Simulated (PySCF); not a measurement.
## BF₂⁺: fields on a plane

Method: PBE0/[B def2-TZVP, F def2-TZVP], no relativity, density fitting, PySCF.

The singlet minimum has B–F 1.226 Å (×2); F–B–F 180.0°.

The plane holds B1 at (0.00, 0.00), F2 at (1.23, 0.00), F3 at (-1.23, 0.00) Å. Columns run from x = -3.15 to 3.45 Å, rows from y = 2.25 (top) to -1.95 Å, in steps of 0.3 Å. Other isomers or separated fragments may lie lower.

Task: Give the electron density (e/Å³) (cut at 5 e/Å³). Lower edges of the bins (e/Å³): '_' 0.000, '.' 0.030, ':' 0.076, '-' 0.151, '=' 0.268, '+' 0.455, '*' 0.750, '#' 1.218, '%' 1.960, '@' 3.136; top 5.00, each point printed twice.

Result: 
```
______________________________________________
______________________________________________
______________________________________________
______________..____________..________________
________..::::::::::....::::::::::..__________
______..::==++**++==----==++**++==::..________
______::==##@@@@##**++++**##@@@@##==::________
______::**@@@@@@@@##@@@@##@@@@@@@@**::________
______::**@@@@@@@@##@@@@##@@@@@@@@**::________
______::==##@@@@##**++++**##@@@@##==::________
______..::==++**++==----==++**++==::..________
________..::::::::::....::::::::::..__________
______________..____________..________________
______________________________________________
______________________________________________
```

Task: Give the electron localisation function (set to 0 where the density is under 0.005 e/Å³). Lower edges of the bins: '0' 0.000, '1' 0.092, '2' 0.184, '3' 0.276, '4' 0.368, '5' 0.460, '6' 0.551, '7' 0.643, '8' 0.735, '9' 0.827; top 0.92.

Result: 
```
00000000000000000000000
00000000000000000000000
00000000000000000000000
00000122110011221000000
00012455431134554210000
00025788762267887520000
00147999870078999741000
00158912849948219851000
00158912849948219851000
00147999870078999741000
00025788762267887520000
00012455431134554210000
00000122110011221000000
00000000000000000000000
00000000000000000000000
```
